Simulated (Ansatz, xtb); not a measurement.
**C3H2P−: which of two isomers lies lower**

Structure a: the triplet with the links of `C=C=C=[P-]`. Structure b: `[H]/P=C\C#[C-]`, a singlet. Both are isolated ions in the gas phase, relaxed with B3LYP-D3(BJ)/def2-SVPD.

a (Å):

```xyz
6

C    -1.5655   -1.3619   -0.2842
C    -2.2048   -0.2930    0.2746
C    -2.8015    0.7042    0.7958
P    -3.5882    2.0217    1.4840
H    -1.2019   -2.1943    0.3258
H    -1.3927   -1.4259   -1.3627
```

b (Å):

```xyz
6

C    -3.0636   -1.2565   -1.7631
C    -2.6162   -0.6194   -0.7720
C    -2.1393    0.1302    0.2969
P    -1.3557   -0.3217    1.7641
H    -2.2747    1.2227    0.2173
H    -1.3415   -1.7423    1.5482
```

Problem. Which of the two would you expect CCSD(T)/def2-SVPD + ΔMP2/def2-TZVPPD electronic energies to favour?

Solution. Structure b; the calculation gives E(b) − E(a) = −2.2 kcal/mol.

Level by level:

```
                               level                geometry  E(b) − E(a) (kcal/mol)  departure from the last row (kcal/mol)  job, with rough time for the two
              B3LYP-D3(BJ)/def2-SVPD  B3LYP-D3(BJ)/def2-SVPD                      +2.3                                    +4.5             optimisation, 1.9 min
                        HF/def2-SVPD  B3LYP-D3(BJ)/def2-SVPD                     +13.8                                   +15.9           part of the CCSD(T) run
                       MP2/def2-SVPD  B3LYP-D3(BJ)/def2-SVPD                      −6.2                                    −4.1           part of the CCSD(T) run
                   CCSD(T)/def2-SVPD  B3LYP-D3(BJ)/def2-SVPD                      −3.0                                    −0.9                      single point
CCSD(T)/def2-SVPD + ΔMP2/def2-TZVPPD  B3LYP-D3(BJ)/def2-SVPD                      −2.2                                                     single point, 2.5 min
```

As drawn, b has 1 P–H, 1 C–C, 1 C≡C in place of 2 C=C, 1 C–H.

B3LYP-D3(BJ)/def2-SVPD, HF/def2-SVPD put the two in the other order. The largest departure from CCSD(T)/def2-SVPD + ΔMP2/def2-TZVPPD is that of HF/def2-SVPD, 15.9 kcal/mol. At CCSD(T)/def2-SVPD + ΔMP2/def2-TZVPPD a singlet with the links of a lies below this triplet. Levels run at GFN2-xTB geometries aren't shown. The last row adds to CCSD(T) the change of the MP2 difference between the two basis sets, here +0.9 kcal/mol.

With harmonic frequencies from B3LYP-D3(BJ)/def2-SVPD (ideal gas, rigid rotor, one conformer each, 298.15 K, 1 atm): on the last row, ΔE + ΔZPE = −2.0, ΔH = −2.6, ΔG = −1.1 kcal/mol.

The T1 diagnostic of structure b is large, so the coupled-cluster value is less sure. Open shells are spin-unrestricted. The correlated steps freeze 8 core orbitals. ΔG holds the spin degeneracy. Mirror images aren't counted in ΔG. Programs: Ansatz 0.2.0; the last row on 1 thread of Intel(R) Xeon(R) Processor @ 2.50GHz (Skylake/Cascade Lake) on a shared host.
